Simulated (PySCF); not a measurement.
Converging NO in the basis (PBE)

PySCF, UKS reference; doublet, unpaired electrons π ↑; De to N + O without counterpoise correction.

```tsv
basis	relativity	functions	Re (Å)	ωe (cm⁻¹)	De (eV)	μ (D)
STO-3G	no relativity	10	1.256	1759	6.90	0.40
6-31G(d,p)	no relativity	28	1.170	1910	7.41	0.16
aug-cc-pVDZ	no relativity	46	1.166	1892	7.35	0.20
cc-pVTZ	no relativity	60	1.159	1891	7.47	0.18
def2-TZVPP	no relativity	62	1.158	1892	7.46	0.21
def2-TZVPPD	no relativity	77	1.158	1890	7.45	0.21
```

Q: How does each smaller set differ from the one with most functions, def2-TZVPPD?

A: STO-3G: +9.8 pm, -6.9 % in ωe, -0.55 eV in De; 6-31G(d,p): +1.2 pm, +1.1 % in ωe, -0.04 eV in De; aug-cc-pVDZ: +0.8 pm, +0.1 % in ωe, -0.10 eV in De; cc-pVTZ: +0.1 pm, +0.1 % in ωe, +0.02 eV in De; def2-TZVPP: +0.0 pm, +0.1 % in ωe, +0.01 eV in De. All at PBE; the set with most functions is neither the basis-set limit nor always the best.

A positive dipole means N(−)O(+). STO-3G is very small, so such numbers show the basis as much as the molecule. The state is the lowest determinant that a PBE0 search found; another state may lie lower at other levels.
